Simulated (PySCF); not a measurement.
Delta-SCF ions had no search for a lower state. Excitations are Tamm–Dancoff values on a coarser integration grid. The basis has no diffuse functions, so Rydberg states are missing or too high.

**C$_{3}$H$_{9}$N, SMILES `CN(C)C` (charge 0, multiplicity 1)**

Calculation: ωB97X-D3(BJ)/def2-TZVP // PBE0-D3(BJ)/def2-SVP run with PySCF.

| Item | Value |
|---|---|
| HOMO | -8.54 eV |
| dipole moment | 0.47 D |
| HOMO–LUMO gap | 11.49 eV |
| LUMO | 2.95 eV |
| S1 excitation (TDA) | 6.60 eV |
| S1 oscillator strength | 0.053 |
| brightest of the four lowest singlets (TDA) | 6.60 eV |
| T1 excitation (TDA) | 6.41 eV |
| S1–T1 gap (TDA) | 0.19 eV |
| vertical ionisation energy (Delta-SCF) | 8.39 eV |
| total energy | -174.6277 Ha |
| cost | about 3 core-minutes (a rough figure) |

Bond lengths (Å): C1–N2 1.438, C1–H5 1.101, C1–H6 1.116, C1–H7 1.101, N2–C3 1.438, N2–C4 1.438, C3–H8 1.101, C3–H9 1.116, C3–H10 1.101, C4–H11 1.116, C4–H12 1.101, C4–H13 1.101. Angles (°): N2–C1–H5 110.2, N2–C1–H6 113.4, N2–C1–H7 110.2, H5–C1–H6 107.6, H5–C1–H7 107.7, H6–C1–H7 107.6, C1–N2–C3 112.5, C1–N2–C4 112.5, C3–N2–C4 112.5, N2–C3–H8 110.2, N2–C3–H9 113.3, N2–C3–H10 110.2, H8–C3–H9 107.6, H8–C3–H10 107.7, H9–C3–H10 107.6, N2–C4–H11 113.3, N2–C4–H12 110.2, N2–C4–H13 110.2, H11–C4–H12 107.6, H11–C4–H13 107.6, H12–C4–H13 107.7.
Charge 0, spin multiplicity 1.
